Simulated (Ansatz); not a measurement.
`C/C=C(\F)SC` and `C/C=C(\N)F` differ in one atom or group (the configuration at the double bond changes too).

Ansatz, PBE0-D4/def2-TZVP geometries, multiplicity 1. Each molecule was computed in one conformer, which needn't be the lowest.

| property | `C/C=C(\F)SC` |
| --- | --- |
| LUMO energy (ωB97M-V/def2-TZVPP) / eV | 2.05 |
| HOMO energy (PBE/def2-TZVPP) / eV | -5.35 |
| size of the dipole moment (B3LYP/def2-TZVPP) / D | 1.22 |
| size of the dipole moment (PBE/def2-TZVPP) / D | 1.18 |
| HOMO–LUMO gap (PBE0/def2-TZVPP) / eV | 6.51 |
| LUMO energy (B3LYP/def2-TZVPP) / eV | -0.22 |

Give the same properties after the change, and the shifts. (Estimate.)

Ansatz gave: 
| property | `C/C=C(\N)F` | shift |
| --- | --- | --- |
| LUMO energy (ωB97M-V/def2-TZVPP) / eV | 2.30 | 0.25 |
| HOMO energy (PBE/def2-TZVPP) / eV | -4.86 | 0.49 |
| size of the dipole moment (B3LYP/def2-TZVPP) / D | 2.21 | 0.99 |
| size of the dipole moment (PBE/def2-TZVPP) / D | 2.14 | 0.96 |
| HOMO–LUMO gap (PBE0/def2-TZVPP) / eV | 6.93 | 0.42 |
| LUMO energy (B3LYP/def2-TZVPP) / eV | 0.51 | 0.73 |

With PBE0 the HOMO rises by 0.45 eV and the LUMO rises by 0.86 eV, so the gap widens by about 0.41 eV. PBE moves the HOMO by 0.49 eV and ωB97M-V by 0.39 eV. Dipoles are sizes alone; their direction can turn.

B3LYP here is the variant with VWN-RPA as its local correlation; programs differ in this.
